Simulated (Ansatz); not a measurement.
# How far each method lies from UCCSDT(Q) for HC–N–Si⁺, doublet

Geometry: that of the HC–N–Si, triplet, kept fixed.

```xyz
4

C     0.0000   -0.2037    0.7974
N     0.0000   -0.1038   -0.4089
Si    0.0000   -0.0870   -2.0856
H     0.0000    0.3945    1.6971
```

Basis cc-pVDZ; Ansatz 0.2.0. Only valence electrons are correlated (noble-gas cores frozen), which leaves 13 electrons in 44 orbitals. Prefix R: restricted or restricted open-shell reference; prefix U: unrestricted. Active spaces: frontier = (9e, 9o) about the gap.

Full CI isn't at hand for all of this; UCCSDT(Q) serves as the reference, and is uncertain by about the last step of the cluster series. The frozen core follows each run's orbitals, which can shift R against U totals by a few meV.

Unrestricted rows (U) aren't spin-pure: their determinants' ⟨S²⟩ exceeds S(S+1) by up to 0.13, so they mix in states of higher spin. For open shells CISD is restricted-active-space CI with the open shells as a complete middle space.

* UHF ⟨S²⟩: 0.882
* T1 diagnostic (RCCSD): 0.0555
* largest doubles amplitude (RCCSD): 0.093
* T1 diagnostic (UCCSD): 0.0353

```
   level  E − E(RHF) (eV)
     UHF          -0.3003
    RMP2          -8.9297
    UMP2          -8.8622
   RCCSD          -9.7678
   UCCSD          -9.7928
RCCSD(T)         -10.2155
UCCSD(T)         -10.2089
```

Estimate how far UCCSDT(Q) in cc-pVDZ lies from RCCSD(T). The table doesn't fix it; the size of (T) and the diagnostics are the guide.

UCCSDT(Q) in cc-pVDZ lies 2.88 mEh below RCCSD(T), which is 18 % of the (T) step (-16.46 mEh). T1 is raised, but (T) still catches most of what CCSD lacks. The miss exceeds 1 kcal/mol.

The other levels:

| level | E − E(UCCSDT(Q)) (mEh) | share of correlation (%) | wall time |
| --- | --- | --- | --- |
| CISD | 60.50 | 84.01 | 15 s |
| BCCD(T) | 2.79 | 99.26 | 22 s |
| RCCSDT | 1.80 | 99.52 | – |
| UCCSDT | 1.66 | 99.56 | – |
| RCCSDT(Q) | 0.15 | 99.96 | 4.7 min |
| CASSCF (frontier space) | 240.11 | 36.53 | – |
| MRCISD (frontier space) | 25.18 | 93.34 | – |
| MRCISD+Q (frontier space) | 3.48 | 99.08 | 52 s |

The correlation energy at UCCSDT(Q), counted from RHF, is -10.294 eV. That run took 4.1 min on 1 thread of Intel Xeon, shared host.

Times hold each run's SCF and search for its determinant on a shared host, so for small cases they say little of a method's own cost; they ran on 1 thread of Intel Xeon.
